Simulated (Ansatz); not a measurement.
Input file:

```yaml
crystal:
  periodic: [false, false, false]
  atoms:
    - {symbol: B, position_ang: [0.000000, 0.077350, 2.260280]}
    - {symbol: C, position_ang: [0.000000, -0.367128, -0.699532]}
    - {symbol: H, position_ang: [0.000000, 0.289778, -1.560749]}
basis:
  gaussian: {orbitals: 6-31G}
magnetization: {spin_polarized: true, initial_magnetization: 0}
hamiltonian: {xc: {name: r2SCAN0}}
```

```sh
$ ansatz run in.yaml --threads 1 --pin off --events-out ev --progress --plain --max-ram 2393MiB
```

Output:

```
285 factors; integrals over basis functions are off by at most 3.0e-4 eV
mean field evaluation 1: about -1710.2201 eV, gradient 2.0e1 eV
mean field evaluation 2: about -1622.3401 eV, gradient 6.0e1 eV
mean field evaluation 4: about -1713.5775 eV, gradient 1.3e1 eV
mean field evaluation 8: about -1715.2711 eV, gradient 1.2e-1 eV
mean field evaluation 16: about -1715.2702 eV, gradient 2.4e-3 eV
mean field evaluation 32: about -1715.1380 eV, gradient 6.2e0 eV
mean field evaluation 64: about -1716.0556 eV, gradient 1.1e0 eV
mean field evaluation 96: about -1716.4544 eV, gradient 4.2e-5 eV
mean field evaluation 128: about -1716.4544 eV, gradient 6.9e-6 eV
mean field -1716.45442958 eV, -63.0785368326 hartree, gradient 6.9e-6 eV, S^2 1.234220; 9 other end points of the search recorded, 0 dependent functions left out
reference -1716.45443491 eV, -63.0785370284 hartree; 6, 6 occupied and 14, 14 virtual orbitals, 285 factors
Total energy: -1716.45443491 eV, -63.0785370284 hartree
```

Ran on 1 thread of Arm Neoverse V1, shared host: 5 s wall, 0.14 GiB peak host memory.
